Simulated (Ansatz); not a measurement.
# Relaxing Sb

The calculation used DFT PBEsol, scalar-relativistic, plane waves, PAW (Ansatz 0.2.0).

The start puts Sb on the beta-tungsten (A15) structure type (Pm-3n, No. 223), at a guessed volume.

Input of the last, converged step (default PAW datasets):

```yaml
crystal:
  lattice:
    - [5.987176882, 0.0, 0.0]
    - [0.0, 5.987176882, 0.0]
    - [0.0, 0.0, 5.987176882]
  atoms:
    - { symbol: Sb, position: [0.5, 0.5, 0.5] }
    - { symbol: Sb, position: [0.0, 0.0, 0.0] }
    - { symbol: Sb, position: [0.25, 0.0, 0.5] }
    - { symbol: Sb, position: [0.5, 0.25, 0.0] }
    - { symbol: Sb, position: [0.5, 0.75, 0.0] }
    - { symbol: Sb, position: [0.75, 0.0, 0.5] }
    - { symbol: Sb, position: [0.0, 0.5, 0.75] }
    - { symbol: Sb, position: [0.0, 0.5, 0.25] }
basis:
  ecutwfc: 420
kpoints:
  mp_grid: { grid: [6, 6, 6] }
hamiltonian:
  xc: pbesol
scf:
  occupations: { method: gaussian, width: 0.1 }
output:
  forces: true
  stress: true
  eigenvalues: true
relax:
  adjacent_minimum: "off"
  f_tol: 0.01
  max_steps: 80
  cell: { stress_tol: 0.05 }
```

It can be run as:

```bash
ansatz run input.yaml --threads 1 --pin off --backend cpu --events-out ev --progress --plain --runs-dir out  # memory cap (--max-ram) not shown
```

End of the output:

```
SCF converged after 5 iterations
Free energy (F): -51262.001331 eV
Harris-Foulkes:  -51262.001331 eV  (|F-HF|=7.28e-12)
Internal energy: -51261.967516 eV  (E = F + TS)
E sigma→0 (E₀):  -51261.984423 eV
Entropy (-TS):   -0.033815 eV (-4.227 meV/atom)
Fermi energy:    11.765934 eV
--- Per-component energies (eV) ---
  E_band       = -1145.098420
  E_kinetic    = 1658.812068
  E_local      = -11455.693354  (includes V_loc(G=0)·N_el)
  E_nonlocal   = 2907.634912
  E_hartree    = 5229.698745
  E_xc         = -1102.250576
  E_vxc        = -775.704133  (∫ρ·V_xc dr)
  E_paw        = -35990.137500  (= ΣΔE_a)
  E_vpaw       = -3939.545429  (= ΣTr[D̂ρ^β])
  E_aug_tail   = -0.000014  (compensation charges beyond the density's cutoff)
  E_ewald      = -12512.686652
  E_core_change = 2.654856  (= ΣΔE_core)
  E_smearing   = -0.033815  (= −TS)
  E_closure    =  0.000000  (closes the sum)
  Σ components = -51262.001331   (vs F -51262.001331, Δ=0.00e0)
--- Forces (eV/Å), atoms counted from 1 ---
  atom   1  Sb     0.00000000     0.00000000     0.00000000
  atom   2  Sb     0.00000000     0.00000000     0.00000000
  atom   3  Sb     0.00000000     0.00000000     0.00000000
  atom   4  Sb     0.00000000     0.00000000     0.00000000
  atom   5  Sb     0.00000000     0.00000000     0.00000000
  atom   6  Sb     0.00000000     0.00000000     0.00000000
  atom   7  Sb     0.00000000     0.00000000     0.00000000
  atom   8  Sb     0.00000000     0.00000000     0.00000000
  max |Σ_I F_I| component: 9.25e-18 eV/Å
--- Stress (GPa, compression-positive) ---
       -0.005213       0.000000       0.000000
        0.000000      -0.005213       0.000000
        0.000000       0.000000      -0.005213
  P = ⅓ Tr σ = -0.0052 GPa (-0.052 kbar)
--- Relaxed structure (3 steps of the walk, 3 accepted, 1 SCFs on fresh bases) ---
  F+E_penalty+E_count = -51262.00133103 eV   max|allowed force component| = 2.096e-17 eV/Å   (the final SCF, on the basis selected at the relaxed cell)
  cell:  # Å, volume = 212.7058 Å³
    - [5.969342, 0.000000, 0.000000]
    - [0.000000, 5.969342, 0.000000]
    - [0.000000, 0.000000, 5.969342]
  atoms:
    - { symbol: Sb, position: [0.5, 0.5, 0.5] }
    - { symbol: Sb, position: [0.000000, 0.000000, 0.000000] }
    - { symbol: Sb, position: [0.25, 0.000000, 0.5] }
    - { symbol: Sb, position: [0.5, 0.25, 0.000000] }
    - { symbol: Sb, position: [0.5, 0.75, 0.000000] }
    - { symbol: Sb, position: [0.75, 0.000000, 0.5] }
    - { symbol: Sb, position: [0.000000, 0.5, 0.75] }
    - { symbol: Sb, position: [0.000000, 0.5, 0.25] }
```

Absolute energies hang on the potentials; compare differences alone.

The result has space group Pm-3n (No. 223). Sb on Wyckoff site a (2 atoms of the primitive cell) is coordinated by 12 Sb at 3.34 Å; Sb on Wyckoff site c (6 atoms of the primitive cell) is coordinated by 2 Sb at 2.98 Å, 4 Sb at 3.34 Å and 8 Sb at 3.66 Å.

It lies 0.34 eV/atom above the element's standard state at the same level.

The k mesh leaves about 4 meV/atom of noise in metals. Spin–orbit coupling is left out.

Symmetry constrained the relaxation, so the result can be a saddle point.